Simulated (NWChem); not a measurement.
Which level was it?

The species is CH8BSi− (11 atoms), meant as a singlet with charge -1. SMILES: `[BH3-]C[SiH3]`. The shape is that of a GFN2-xTB optimisation.

```jsonl
{"atom": "B", "x (Å)": "-1.1833", "y (Å)": "0.9371", "z (Å)": "-0.2859"}
{"atom": "C", "x (Å)": "-0.2910", "y (Å)": "-0.4691", "z (Å)": "-0.4620"}
{"atom": "Si", "x (Å)": "1.2655", "y (Å)": "-0.5496", "z (Å)": "0.5585"}
{"atom": "H", "x (Å)": "-2.1754", "y (Å)": "0.8693", "z (Å)": "-1.0012"}
{"atom": "H", "x (Å)": "-0.5123", "y (Å)": "1.9044", "z (Å)": "-0.6175"}
{"atom": "H", "x (Å)": "-1.5344", "y (Å)": "1.0680", "z (Å)": "0.8782"}
{"atom": "H", "x (Å)": "-0.9241", "y (Å)": "-1.3305", "z (Å)": "-0.2109"}
{"atom": "H", "x (Å)": "-0.0270", "y (Å)": "-0.5965", "z (Å)": "-1.5201"}
{"atom": "H", "x (Å)": "1.0631", "y (Å)": "-0.5025", "z (Å)": "2.0200"}
{"atom": "H", "x (Å)": "2.2725", "y (Å)": "0.4867", "z (Å)": "0.2562"}
{"atom": "H", "x (Å)": "2.0464", "y (Å)": "-1.8173", "z (Å)": "0.3846"}
```

Orbital energies are those of the mean-field step.

A calculation with NWChem 7.3.0 gave:

```json
{"total energy": "-351.9251 Eh", "HOMO energy": "-2.40 eV", "LUMO energy": "19.01 eV", "HOMO–LUMO gap": "21.41 eV", "largest force": "2.024 eV/Å"}
```

Q: Which of these levels gave the numbers?
A. wB97X/3-21G
B. CCSD(T)/6-311G**
C. HF/STO-3G
D. HF/def2-SVP

A: C. The others give -356.6139 Eh (CCSD(T)/6-311G**), -355.3264 Eh (wB97X/3-21G), -355.9867 Eh (HF/def2-SVP).
